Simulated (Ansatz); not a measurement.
Start from Au in the fcc (Cu type) structure (space group Fm-3m, No. 225; a = 4.157 Å).

The values are results of PBE, PAW, 420 eV (Ansatz, a program for electronic structure; scalar-relativistic without spin-orbit coupling), earlier PAW set, not measurements.

Now apply this change: every Au is replaced by Pt, then cell and atoms are relaxed.

Measured lattice parameter a: Au 4.062 Å (static lattice; corrected from measurement; as listed in Daniel Mejia-Rodriguez, S. B. Trickey, Phys. Rev. B (2018)); Pt 3.913 Å (static lattice; corrected from measurement; as listed in Daniel Mejia-Rodriguez, S. B. Trickey, Phys. Rev. B (2018)).

Question: How well does PBE reproduce the measured shift?

Answer: With PBE the lattice parameter a moves by -0.187 Å (4.157 → 3.970) against -0.149 Å measured.

No phonon test of stability was made. The final runs are not spin-polarised.
